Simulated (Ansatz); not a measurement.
Born–Oppenheimer molecular dynamics of BH4O (6 atoms, charge 0, multiplicity 2). It starts at the highest image of a converged band, a first-order saddle point between two minima.

All numbers below come from Ansatz 0.2.0, UKS PBE0/def2-SVP.

| Property | Result |
| --- | --- |
| ensemble | NVE (velocity Verlet) |
| time step | 0.5 fs |
| steps asked | 200 |
| starting velocities drawn for | 300 K |
| seed | 4116 |

First frame:

```xyz
6
Properties=species:S:1:pos:R:3
B 0.034 -0.111 0.389
H 0.633 -0.584 1.670
H 0.723 0.720 -0.139
H -0.913 -0.697 -0.073
O -0.121 0.196 1.956
H -0.870 -0.325 2.283
```

Task: How far do the bonds stretch over the last three quarters of this one trajectory? (Pairs bonded in most of those frames.)

Result: 
```csv
bond,mean (Å),spread (Å),shortest,longest
B1–H3,1.214,0.015,1.18,1.24
B1–H4,1.223,0.025,1.17,1.27
B1–O5,1.355,0.063,1.24,1.47
O5–H6,0.964,0.003,0.96,0.97
```

Mean temperature of the second half: 1643 K. The conserved energy stayed within 0.16 meV per atom of its start (net change 0.12 meV per atom), so the integration is sound. The system heated up, since it started high on the potential surface and ran downhill. A run of 0.1 ps of so small a system gives no equilibrium averages.

Run time: 2.1 min on 1 thread of AMD EPYC 9R45 96-Core Processor (Zen 5) (shared host), peak memory 0.12 GiB.
